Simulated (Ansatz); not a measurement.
# LiMgH (triplet): the correlation ladder at scale of all distances = 2.018, cc-pVTZ

One table from this session's results is given with a row withheld; the runs are named, their logs left out.

Program: Ansatz 0.2.0, Gaussian basis. Level of theory: cc-pVTZ, core rule «outside noble gas», up to 6 orbitals frozen. These are calculated values, not measurements.

To be run: UHF; CCSD(T) on ROHF; CCSD(T) on UHF; BCCD(T) on ROHF; CCSDT(Q) on ROHF; CCSDT(Q) on UHF; Full CI.

28 further runs of the same task are left out: 16 for a known fault of the program, 10 that didn't finish, 2 set aside as unsound or not needed. Runs told in other sessions of the task aren't counted.

## What is computed

The geometry derives from a PBE0/def2-TZVP stationary point (not a proven minimum). All distances are scaled together.

3 atoms, charge 0, spin multiplicity 3.

Atoms are counted from 1 here; the program's logs count them from 0.

No contacts short enough for the rule that draws bonds.

Set-up of the first run:

Contents of in.yaml:

```yaml
crystal:
  periodic: [false, false, false]
  atoms:
    - {symbol: Li, position_ang: [0.000000, -0.277066, 4.410614]}
    - {symbol: Mg, position_ang: [0.000000, -0.007066, -1.328971]}
    - {symbol: H, position_ang: [0.000000, 2.078351, 1.673286]}
basis:
  gaussian: {orbitals: cc-pVTZ}
magnetization: {spin_polarized: true, initial_magnetization: 2}
hamiltonian: {xc: hf}
output: {orbitals: {seedname: orbitals}}
```

Started as:

```sh
$ ansatz run in.yaml --threads 1 --pin off --events-out ev --progress --plain --max-ram 2393MiB
```

Among the steps run: UHF; CCSD(T) on ROHF; CCSD(T) on UHF; BCCD(T) on ROHF; CCSDT(Q) on ROHF; CCSDT(Q) on UHF; Full CI.

One table of the session follows, with a row left open; its other results are not shown here.

```
   method  from FCI (meV)
     ROHF          +977.8
      UHF               ?
     RMP2          +300.9
     UMP2          +317.0
    RCCSD            +7.2
    UCCSD            +6.1
 RCCSD(T)            +2.8
 UCCSD(T)            +1.9
  BCCD(T)            +2.7
   RCCSDT            +0.1
   UCCSDT            -0.6
RCCSDT(Q)             0.0
UCCSDT(Q)            -0.6
      FCI               0
```

**Question.** Estimate the row for UHF.

The run gave: from FCI (meV): +963.7. In the column «from FCI (meV)» it lies between UMP2 (+317.0) and ROHF (+977.8).

Limits of these values: Levels on UHF freeze UHF's core orbitals, full CI those of ROHF, so the U rows can settle a little off it for that reason alone. Restricted and unrestricted rows rest on different reference determinants; a gap between their highest levels can come from leftover correlation error, from unlike frozen cores or from another state.
